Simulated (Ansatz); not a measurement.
# BHCl (quartet): wave-function methods side by side, def2-QZVPP

An exercise on one series of results from a longer session: the logs are not shown, and one member is left open.

Program: Ansatz 0.2.0, Gaussian basis. Level of theory: def2-QZVPP, core rule «outside noble gas», up to 6 orbitals frozen. These are calculated values, not measurements.

To be run: UHF; ROHF; CCSD(T) on UHF.

2 further runs of the same task are left out: 2 set aside as unsound or not needed. Runs told in other sessions of the task aren't counted.

**What is computed**

The geometry is a PBE0/def2-TZVP stationary point (not a proven minimum) of the parent state, kept for this charge and spin.

3 atoms, charge 0, spin multiplicity 4.

Atoms are counted from 1 here; the program's logs count them from 0.

Bond lengths: B1–Cl2 1.710 Å, B1–H3 1.193 Å. Angles: Cl2–B1–H3 123.6°.

Set-up of the first run:

Input file in.yaml:

```yaml
crystal:
  periodic: [false, false, false]
  atoms:
    - {symbol: B, position_ang: [0.000000, -0.186113, 1.254645]}
    - {symbol: Cl, position_ang: [0.000000, 0.036461, -0.440547]}
    - {symbol: H, position_ang: [0.000000, 0.713740, 2.038566]}
basis:
  gaussian: {orbitals: "def2-QZVPP.json"}
magnetization: {spin_polarized: true, initial_magnetization: 3}
hamiltonian: {xc: hf}
output: {orbitals: {seedname: orbitals}}
```

On the command line:

```
ansatz run in.yaml --threads 1 --pin off --events-out ev --progress --plain --max-ram 2393MiB
```

Among the steps run: UHF; ROHF; CCSD(T) on UHF.

One of the session's tables, all rows but one given; the rest of the session is left out.

| method | from UCCSD(T) (kJ/mol) |
| --- | --- |
| ROHF | +831.1 |
| UHF | +811.2 |
| UMP2 | ? |
| UCCSD | +36.4 |
| UCCSD(T) | 0 |

**Question.** Estimate the row for UMP2.

**Answer.** from UCCSD(T) (kJ/mol): +130.3. In the column «from UCCSD(T) (kJ/mol)» it lies between UCCSD (+36.4) and UHF (+811.2).
